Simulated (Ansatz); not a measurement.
**C3H4S (SMILES C#CCS): a rigid scan of the angle H7–C3–C2**

An exercise on one series of results from a longer session: the logs are not shown, and one member is left open.

Computed with Ansatz 0.2.0, Gaussian basis. Level: single points in def2-TZVPP.

Levels: PBE-D4, r2SCAN-D4, PBE0-D4, B3LYP-D4, wB97M-V, Hartree-Fock, MP2, CCSD, CCSD(T). The scan takes 85.9, 91.9, 97.9, 103.9, 109.9, 115.9, 121.9, 127.9, 133.9°.

Correlated methods freeze the cores. B3LYP uses VWN-RPA correlation.

20 further runs of the same task are left out: 20 set aside as unsound or not needed.

## Where the work starts

The minimum, relaxed at PBE0-D4: SMILES `C#CCS`, 8 atoms, charge 0, spin multiplicity 1.

Atoms are counted from 1 here; the program's logs count them from 0.

Bond lengths: C1–C2 1.199 Å, C1–H5 1.064 Å, C2–C3 1.446 Å, C3–S4 1.827 Å, C3–H6 1.092 Å, C3–H7 1.092 Å, S4–H8 1.343 Å. Angles: C2–C1–H5 179.7°, C1–C2–C3 179.2°, C2–C3–S4 109.4°, C2–C3–H6 109.9°, C2–C3–H7 109.9°, S4–C3–H6 109.4°, S4–C3–H7 109.4°, H6–C3–H7 108.7°, C3–S4–H8 95.6°.

Coordinates:

```
C    -0.8599    1.5471   -1.1047
C    -0.2472    0.7623   -0.4362
C     0.4787   -0.1974    0.3657
S    -0.3938   -1.8024    0.3272
H    -1.4000    2.2473   -1.6968
H     0.5462    0.1545    1.3971
H     1.4889   -0.3237   -0.0286
H     0.4793   -2.4449    1.1204
```

Energies of the minimum (eV), from earlier single points: PBE-D4 -14002.16398, r2SCAN-D4 -14008.22053, PBE0-D4 -14003.31569, B3LYP-D4 -14011.86535, wB97M-V -14008.94353, CCSD(T) -13991.08373.

At the minimum the angle H7–C3–C2 is 109.9°.

Set-up of the first run:

Contents of ccsdt-tzvpp/in.yaml:

```yaml
crystal:
  periodic: [false, false, false]
  atoms:
    - {symbol: C, position_ang: [-0.859924, 1.547080, -1.104745]}
    - {symbol: C, position_ang: [-0.247185, 0.762286, -0.436202]}
    - {symbol: C, position_ang: [0.478669, -0.197418, 0.365719]}
    - {symbol: S, position_ang: [-0.393755, -1.802369, 0.327241]}
    - {symbol: H, position_ang: [-1.400028, 2.247325, -1.696825]}
    - {symbol: H, position_ang: [0.546199, 0.154539, 1.397054]}
    - {symbol: H, position_ang: [1.313125, -0.017486, -0.315013]}
    - {symbol: H, position_ang: [0.479297, -2.444926, 1.120391]}
basis:
  gaussian: {orbitals: def2-TZVPP}
correlation: {method: ccsd_t}
```

The command line of these runs was not kept.

Among the steps run: H7–C3–C2 = 85.9°; H7–C3–C2 = 91.9°; H7–C3–C2 = 97.9°; H7–C3–C2 = 103.9°; H7–C3–C2 = 109.9°; H7–C3–C2 = 115.9°; H7–C3–C2 = 121.9°; H7–C3–C2 = 127.9°; H7–C3–C2 = 133.9°.

One table of the session follows, with a row left open; its other results are not shown here.

Energies less that of the minimum at the same level (meV):

```
      angle (°)  PBE-D4  PBE0-D4  B3LYP-D4  wB97M-V  Hartree-Fock
           85.9     515      534       552      539           628
           91.9     290      300       311      301           351
           97.9     130      133       139      132           154
          103.9      33       33        36       33            38
          109.9       0        0         0        0             0
109.9 (minimum)       0        0         0        0             0
          115.9       ?        ?         ?        ?             ?
          121.9     118      127       126      130           151
          127.9     267      284       284      290           336
          133.9     474      502       505      511           593
```

**Question.** Estimate the row for angle (°) = 115.9.

As computed: PBE-D4: 29; PBE0-D4: 32; B3LYP-D4: 31; wB97M-V: 33; Hartree-Fock: 38.

Caveats from the session: A polynomial through the near points puts the CCSD(T) minimum at the PBE0-D4 value.
